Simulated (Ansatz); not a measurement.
Consider Nb in the bcc (W type) structure (space group Im-3m, No. 229; a = 3.272 Å).

The values are results of Ansatz (a quantum-chemistry and plane-wave program), PBEsol, PAW, cutoff 420 eV, no SOC, not measurements.

The change: every Nb is replaced by Mo, then cell and atoms are relaxed.

Measured lattice parameter a: Nb 3.294 Å (static lattice; corrected from measurement; as listed in Daniel Mejia-Rodriguez, S. B. Trickey, Phys. Rev. B (2018)); Mo 3.141 Å (static lattice; corrected from measurement; as listed in Daniel Mejia-Rodriguez, S. B. Trickey, Phys. Rev. B (2018)).

Question: How well does PBEsol reproduce the measured shift?

Answer: With PBEsol the lattice parameter a moves by -0.143 Å (3.272 → 3.130) against -0.153 Å measured.

Whether these cells are dynamically stable was not tested. The base started in P-1 and relaxed to Im-3m at this level. The final runs are not spin-polarised.
